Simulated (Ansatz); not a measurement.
LiF: pressure series

The reference is LiF in the rock salt structure (space group Fm-3m, No. 225).

Space group Fm-3m (No. 225); a = b = c = 4.068 Å, α = β = γ = 90.00°

```json
[
 {"atom": "Li", "site": "4a", "symmetry": "m-3m", "x": "0.0000", "y": "0.0000", "z": "0.0000"},
 {"atom": "F", "site": "4b", "symmetry": "m-3m", "x": "0.5000", "y": "0.5000", "z": "0.5000"}
]
```
(The calculation used a cell of 2 atoms; values per cell refer to that cell.)

Cell and atoms are relaxed at each pressure.

Method: PBE in Ansatz (plane waves to 420 eV, PAW, no SOC).

```tsv
pressure (GPa)	volume per atom (Å³/atom)
-2	8.686
-1	8.545
0	8.415
0.7	8.330
1.5	8.238
3	8.078
5	7.886
7.5	?
10	7.488
```

Problem. Fit the third-order Birch–Murnaghan form P(V) = (3B₀/2)[(V₀/V)^(7/3) − (V₀/V)^(5/3)]·[1 + (3/4)(B₀′ − 4)((V₀/V)^(2/3) − 1)] (squares taken in P) to the rows shown and predict the withheld row.

Solution. Least squares on the printed values gives V₀ = 8.415 Å³/atom, B₀ = 67.4 GPa, B₀′ = 4.1; this predicts 7.675 Å³/atom, and the run gives 7.675 Å³/atom, in agreement.

Measured bulk modulus of LiF: 76.3 GPa (static lattice; corrected from measurement; as listed in Daniel Mejia-Rodriguez, S. B. Trickey, Phys. Rev. B (2018)); the computed value is 12 % below it.

Load acts through the strain it causes; cell and atoms are relaxed under it. Stability against distortions was not tested. No other phases were tried under pressure.

Ansatz is a first-principles code.
